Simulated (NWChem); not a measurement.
System: C anion, quartet

Parts of the log:

```
             Northwest Computational Chemistry Package (NWChem) 7.3.0
             --------------------------------------------------------

                             Geometry "geometry" -> ""
                             -------------------------

 Output coordinates in angstroms (scale by  1.889725989 to convert to a.u.)

  No.       Tag          Charge          X              Y              Z
 ---- ---------------- ---------- -------------- -------------- --------------
    1 C                    6.0000     0.00000000     0.00000000     0.00000000

 Effective nuclear repulsion energy (a.u.)       0.0000000000

  xc_inp: hfexch multiplicative factor not found.

                                 NWChem DFT Module
                                 -----------------

 Summary of "ao basis" -> "ao basis" (spherical)
 ------------------------------------------------------------------------------
       Tag                 Description            Shells   Functions and Types
 ---------------- ------------------------------  ------  ---------------------
 C                         def2-tzvp                11       31   5s3p2d1f

            General Information
            -------------------
          SCF calculation type: DFT
          Wavefunction type:  spin polarized.
          No. of atoms     :     1
          No. of electrons :     7
           Alpha electrons :     5
            Beta electrons :     2
          Charge           :    -1
          Spin multiplicity:     4
          Use of symmetry is: off; symmetry adaption is: off
          Maximum number of iterations: 150
          AO basis - number of functions:    31
                     number of shells:    11
          Convergence on energy requested:  1.00D-06
          Convergence on density requested:  1.00D-05
          Convergence on gradient requested:  5.00D-04

              XC Information
              --------------
                     Hartree-Fock (Exact) Exchange  1.000

      Superposition of Atomic Density Guess
      -------------------------------------

 Sum of atomic energies:         -37.67132820

 Renormalizing density from       6.00 to      7

      Non-variational initial energy
      ------------------------------

 Total energy =     -40.985204
 1-e energy   =     -58.827379
 2-e energy   =      17.842175
 HOMO         =       0.352844
 LUMO         =       0.352844

     ---------------------------------------------
      Total Density - Mulliken Population Analysis
     ---------------------------------------------

    Atom       Charge   Shell Charges
 -----------   ------   -------------------------------------------------------
    1 C    6     7.00   0.84  1.13  0.44  0.93  0.66  0.30  0.14  2.56  0.00  0.00  0.00

     --------------------------------------------
      Spin Density - Mulliken Population Analysis
     --------------------------------------------

    Atom       Charge   Shell Charges
 -----------   ------   -------------------------------------------------------
    1 C    6     3.00   0.00  0.00  0.00  0.00  0.00  0.30  0.14  2.56  0.00  0.00  0.00

   convergence    iter        energy       DeltaE   RMS-Dens  Diis-err
 ---------------- ----- ----------------- --------- --------- ---------
 d= 0,ls=0.0,diis     1    -37.3600321937 -3.74D+01  3.63D-02  5.48D-01
                                                     1.04D-02  2.22D-01
 d= 0,ls=0.0,diis     2    -37.6731360800 -3.13D-01  4.20D-03  6.15D-02
                                                     5.10D-03  4.25D-02
 d= 0,ls=0.0,diis     3    -37.6995834037 -2.64D-02  2.21D-03  1.25D-03
                                                     3.08D-03  2.71D-03
 d= 0,ls=0.0,diis     4    -37.7027326636 -3.15D-03  1.10D-03  1.77D-04
                                                     2.14D-03  3.53D-04
 d= 0,ls=0.0,diis     5    -37.7034142216 -6.82D-04  1.99D-04  5.23D-06
                                                     5.83D-04  2.88D-05
  Resetting Diis
 d= 0,ls=0.0,diis     6    -37.7034488298 -3.46D-05  3.42D-05  8.26D-07
                                                     1.38D-05  1.65D-08
 d= 0,ls=0.0,diis     7    -37.7034491806 -3.51D-07  2.41D-06  3.43D-09
                                                     2.14D-06  1.00D-09

         Total DFT energy =      -37.703449180602
      One electron energy =      -52.675005353562
           Coulomb energy =       20.268396584034
    Exchange-Corr. energy =       -5.296840411074
 Nuclear repulsion energy =        0.000000000000

 Numeric. integr. density =        0.000000000000

                    DFT Final Alpha Molecular Orbital Analysis
                    ------------------------------------------

 Vector    3  Occ=1.000000D+00  E=-6.508761D-02
              MO Center= -9.3D-15,  5.1D-15,  7.6D-15, r^2= 1.5D+00
   Bfn.  Coefficient  Atom+Function         Bfn.  Coefficient  Atom+Function
  ----- ------------  ---------------      ----- ------------  ---------------
    13      0.374906  1 C  py                 7      0.348814  1 C  py
    10      0.326773  1 C  py                12     -0.209651  1 C  px
     6     -0.195060  1 C  px                 9     -0.182734  1 C  px
    14      0.042235  1 C  pz                 8      0.039296  1 C  pz
    11      0.036812  1 C  pz

 Vector    4  Occ=1.000000D+00  E=-6.508761D-02
              MO Center= -4.4D-15, -5.5D-16,  1.8D-14, r^2= 1.5D+00
   Bfn.  Coefficient  Atom+Function         Bfn.  Coefficient  Atom+Function
  ----- ------------  ---------------      ----- ------------  ---------------
    12      0.328226  1 C  px                 6      0.305383  1 C  px
     9      0.286086  1 C  px                14      0.231900  1 C  pz
     8      0.215761  1 C  pz                11      0.202127  1 C  pz
    13      0.157422  1 C  py                 7      0.146466  1 C  py
    10      0.137211  1 C  py

 Vector    5  Occ=1.000000D+00  E=-6.508761D-02
              MO Center=  3.1D-14,  8.1D-15, -1.9D-14, r^2= 1.5D+00
   Bfn.  Coefficient  Atom+Function         Bfn.  Coefficient  Atom+Function
  ----- ------------  ---------------      ----- ------------  ---------------
    14      0.361567  1 C  pz                 8      0.336403  1 C  pz
    11      0.315146  1 C  pz                12     -0.186027  1 C  px
     6     -0.173080  1 C  px                 9     -0.162143  1 C  px
    13     -0.144760  1 C  py                 7     -0.134685  1 C  py
    10     -0.126175  1 C  py

 Vector    6  Occ=0.000000D+00  E= 4.881785D-01
              MO Center= -8.4D-14, -8.4D-14, -1.1D-14, r^2= 4.1D+00
   Bfn.  Coefficient  Atom+Function         Bfn.  Coefficient  Atom+Function
  ----- ------------  ---------------      ----- ------------  ---------------
     5     -2.153141  1 C  s                  4      2.095453  1 C  s
     3     -0.189051  1 C  s                  2     -0.099274  1 C  s
     1     -0.054173  1 C  s

 Vector    7  Occ=0.000000D+00  E= 6.009300D-01
              MO Center= -1.2D-14,  1.5D-14,  6.2D-16, r^2= 3.9D+00
   Bfn.  Coefficient  Atom+Function         Bfn.  Coefficient  Atom+Function
  ----- ------------  ---------------      ----- ------------  ---------------
    13      1.047516  1 C  py                12     -0.753156  1 C  px
    10     -0.732987  1 C  py                 9      0.527012  1 C  px
     7     -0.208279  1 C  py                 6      0.149751  1 C  px
    14      0.086230  1 C  pz                11     -0.060338  1 C  pz

 Vector    8  Occ=0.000000D+00  E= 6.009300D-01
              MO Center=  3.0D-14,  2.7D-14, -5.2D-14, r^2= 3.9D+00
   Bfn.  Coefficient  Atom+Function         Bfn.  Coefficient  Atom+Function
  ----- ------------  ---------------      ----- ------------  ---------------
    14      0.989557  1 C  pz                11     -0.692431  1 C  pz
    12     -0.635028  1 C  px                13     -0.538039  1 C  py
     9      0.444353  1 C  px                10      0.376487  1 C  py
     8     -0.196755  1 C  pz                 6      0.126263  1 C  px
     7      0.106979  1 C  py

                     DFT Final Beta Molecular Orbital Analysis
                     -----------------------------------------

 Vector    1  Occ=1.000000D+00  E=-1.089466D+01
              MO Center= -3.8D-17, -4.1D-17, -5.6D-19, r^2= 2.7D-02
   Bfn.  Coefficient  Atom+Function         Bfn.  Coefficient  Atom+Function
  ----- ------------  ---------------      ----- ------------  ---------------
     2      0.613979  1 C  s                  1      0.468815  1 C  s

 Vector    2  Occ=1.000000D+00  E=-1.888980D-01
              MO Center= -1.2D-14, -8.7D-15, -1.4D-14, r^2= 1.1D+00
   Bfn.  Coefficient  Atom+Function         Bfn.  Coefficient  Atom+Function
  ----- ------------  ---------------      ----- ------------  ---------------
     5      0.418119  1 C  s                  4      0.363746  1 C  s
     3      0.358739  1 C  s                  2     -0.218086  1 C  s
     1     -0.096992  1 C  s

 Vector    3  Occ=0.000000D+00  E= 4.033906D-01
              MO Center= -1.5D-14, -1.1D-14,  8.0D-15, r^2= 3.2D+00
   Bfn.  Coefficient  Atom+Function         Bfn.  Coefficient  Atom+Function
  ----- ------------  ---------------      ----- ------------  ---------------
    14      0.631350  1 C  pz                12     -0.535297  1 C  px
    13     -0.475646  1 C  py                 8      0.148250  1 C  pz
     6     -0.125695  1 C  px                 7     -0.111688  1 C  py
    11     -0.029457  1 C  pz

 Vector    4  Occ=0.000000D+00  E= 4.033906D-01
              MO Center= -5.0D-15, -4.8D-15, -1.4D-15, r^2= 3.2D+00
   Bfn.  Coefficient  Atom+Function         Bfn.  Coefficient  Atom+Function
  ----- ------------  ---------------      ----- ------------  ---------------
    14      0.714735  1 C  pz                12      0.510017  1 C  px
    13      0.374727  1 C  py                 8      0.167830  1 C  pz
     6      0.119759  1 C  px                 7      0.087991  1 C  py
    11     -0.033348  1 C  pz

 Vector    5  Occ=0.000000D+00  E= 4.033906D-01
              MO Center= -4.6D-15, -7.2D-15, -2.6D-15, r^2= 3.2D+00
   Bfn.  Coefficient  Atom+Function         Bfn.  Coefficient  Atom+Function
  ----- ------------  ---------------      ----- ------------  ---------------
    13      0.738055  1 C  py                12     -0.603924  1 C  px
     7      0.173305  1 C  py                 6     -0.141809  1 C  px
    14      0.043991  1 C  pz                10     -0.034436  1 C  py
     9      0.028177  1 C  px

     ---------------------------------------------
      Total Density - Mulliken Population Analysis
     ---------------------------------------------

    Atom       Charge   Shell Charges
 -----------   ------   -------------------------------------------------------
    1 C    6     7.00   0.86  1.12  0.60  0.81  0.61  0.90  1.06  1.04  0.00  0.00 -0.00

     --------------------------------------------
      Spin Density - Mulliken Population Analysis
     --------------------------------------------

    Atom       Charge   Shell Charges
 -----------   ------   -------------------------------------------------------
    1 C    6     3.00  -0.00 -0.00  0.03  0.12 -0.15  0.90  1.06  1.04  0.00  0.00 -0.00

     -------------------------------------------
      Total Density - Lowdin Population Analysis
     -------------------------------------------

    Atom       Charge   Shell Charges
 -----------   ------   -------------------------------------------------------
    1 C    6     7.00   0.92  1.05  0.59  0.80  0.64  0.85  1.17  0.98  0.00  0.00  0.00

     ------------------------------------------
      Spin Density - Lowdin Population Analysis
     ------------------------------------------

    Atom       Charge   Shell Charges
 -----------   ------   -------------------------------------------------------
    1 C    6     3.00   0.00  0.00  0.04  0.03 -0.07  0.85  1.17  0.98  0.00  0.00  0.00

   alpha - beta orbital overlaps
   -----------------------------

   alpha      1      2      3      4      5      6      7      8      9     10
    beta      1      2      5      4      3      6      8      7      9     10
 overlap   1.000  0.997  0.879  0.851  0.861  0.996  0.828  0.885  0.820  0.756

   alpha     11     12     13     14     15     16     17     18     19     20
    beta     11     12     13     14     15     18     16     17     21     22
 overlap   0.880  0.811  0.996  0.830  0.999  0.821  0.998  0.821  0.834  0.623

   alpha     21     22     23     24     25     26     27     28     29     30
    beta     24     20     25     19     23     30     28     29     27     27
 overlap   0.727  0.865  0.690  0.930  0.697  0.855  0.788  0.999  0.777  0.603

   alpha     31
    beta     31
 overlap   1.000

     --------------------------
     Expectation value of S2:
     --------------------------
      <S2> =      3.7568 (Exact =     3.7500)

            General Information
            -------------------
          SCF calculation type: DFT
          Wavefunction type:  spin polarized.
          No. of atoms     :     1
          No. of electrons :     7
           Alpha electrons :     5
            Beta electrons :     2
          Charge           :    -1
          Spin multiplicity:     4
          Use of symmetry is: off; symmetry adaption is: off
          Maximum number of iterations: 150
          AO basis - number of functions:    31
                     number of shells:    11
          Convergence on energy requested:  1.00D-06
          Convergence on density requested:  1.00D-05
          Convergence on gradient requested:  5.00D-04

              XC Information
              --------------
                     Hartree-Fock (Exact) Exchange  1.000

          Convergence Information
          -----------------------
          Convergence aids based upon iterative change in
          total energy or number of iterations.
          Levelshifting, if invoked, occurs when the
          HOMO/LUMO gap drops below (HL_TOL):  1.00D-02
          DIIS, if invoked, will attempt to extrapolate
          using up to (NFOCK): 10 stored Fock matrices.

                    Damping( 0%)  Levelshifting(0.5)       DIIS
                  --------------- ------------------- ---------------
          dE  on:    start            ASAP                start
          dE off:    2 iters        150 iters           150 iters

                            NWChem DFT Gradient Module
                            --------------------------

  charge          =  -1.00
  wavefunction    = open shell

                         DFT ENERGY GRADIENTS

    atom               coordinates                        gradient
                 x          y          z           x          y          z
   1 C       0.000000   0.000000   0.000000    0.000000  -0.000000   0.000000
```

Level: UHF/def2-TZVP. Sets without diffuse functions describe the anion's extra electron poorly. No stability test was run on the SCF state.

**Question.** Reconstruct the input file.

**Answer.** One answer among several that fit: the input that was run:
```
start job
memory heap 200 mb stack 900 mb global 1100 mb
charge -1
geometry units angstroms noautoz
  C      0.000000     0.000000     0.000000
end
basis spherical
  C library def2-tzvp
end
dft
  odft
  mult 4
  xc hfexch
  iterations 150
  mulliken
end
task dft gradient
```
